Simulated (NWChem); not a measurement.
# CHN, triplet; SMILES of the neutral closed-shell parent [NH+]#[C-]

```xyz
3

C      0.0022    -0.7571     0.0000
N      0.1156     0.5061     0.0000
H     -0.8229     0.9997     0.0000
```
Atoms are numbered in this order, from 1.

Results from NWChem. Pople sets run with spherical d functions. Spin-unrestricted. Spin-contaminated determinants: UHF/6-31G* (<S²> = 2.35), UHF/6-31+G* (<S²> = 2.34), UHF/6-311G** (<S²> = 2.34), UHF/6-311++G** (<S²> = 2.34). In the optimisation the excess spin sits in a' (Cs, its own frame). The geometry was optimised at PBE-D3(BJ)/def2-SVP, spin-unrestricted. This spin state was assumed; another may lie lower. No stability test was run on the SCF state. Total energies compare along this basis series because the functional is fixed.

```
level           basis functions  energy (Ha)  highest occupied level (eV)  lowest empty minus highest occupied level, either spin (eV)  dipole (D)  <S²>
--------------  ---------------  -----------  ---------------------------  -----------------------------------------------------------  ----------  ----
UHF/6-31G*                   30     -92.7208                        -9.31                                                        10.33        1.76  2.35
UHF/6-31+G*                  38     -92.7247                        -9.47                                                         9.27        1.84  2.34
UHF/6-311G**                 42     -92.7455                        -9.40                                                         9.98        1.68  2.34
UHF/6-311++G**               51     -92.7482                        -9.48                                                         9.27        1.76  2.34
```
